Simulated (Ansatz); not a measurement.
**[CH$_{3}$···H···H], doublet: reading a ladder of total energies**

Geometry: a point of a hydrogen-transfer path between rigid fragments, not a stationary point.

```
atom    x (Å)    y (Å)    z (Å)
   C  -0.1368   0.0000   0.0000
   H  -0.5000   1.0273   0.0000
   H  -0.5000  -0.5137   0.8897
   H  -0.5000  -0.5137  -0.8897
   H   1.1522   0.0000   0.0000
   H   1.9772   0.0000   0.0000
```

Basis cc-pVDZ; Ansatz 0.2.0. Only valence electrons are correlated (noble-gas cores frozen), which leaves 9 electrons in 38 orbitals. Prefix R: restricted or restricted open-shell reference; prefix U: unrestricted.

Full CI isn't at hand for all of this; UCCSDT(Q) serves as the reference, and is uncertain by about the last step of the cluster series.

Runs differ by some tens of microhartree through their thresholds and, for an open shell, their frozen cores, so steps under 0.03 kcal/mol mean nothing.

```
    level  total energy (hartree)
      UHF              -40.651699
     UMP2              -40.820251
    UCCSD              -40.849171
 UCCSD(T)              -40.853350
   UCCSDT              -40.853901
UCCSDT(Q)              -40.854070
```

Task: What is the correlation energy at UCCSDT(Q), and what share of it do UMP2 and UCCSD recover?

Result: E(corr) = -40.854070 − (-40.651699) = -0.202371 hartree = -5.507 eV. UMP2: -0.168552 / -0.202371 = 83.29 %. UCCSD: -0.197472 / -0.202371 = 97.58 %.

Task: By how many kcal/mol does UCCSD(T) miss UCCSDT(Q) (1 hartree = 627.509 kcal/mol), and which steps make up the rest?

Result: -40.853350 − (-40.854070) = 0.000720 hartree = 0.45 kcal/mol. Steps: UCCSDT − UCCSD(T) = -0.35, UCCSDT(Q) − UCCSDT = -0.11 kcal/mol. That is within 1 kcal/mol of the reference in this basis, which itself misses far more of the correlation at the basis-set limit.
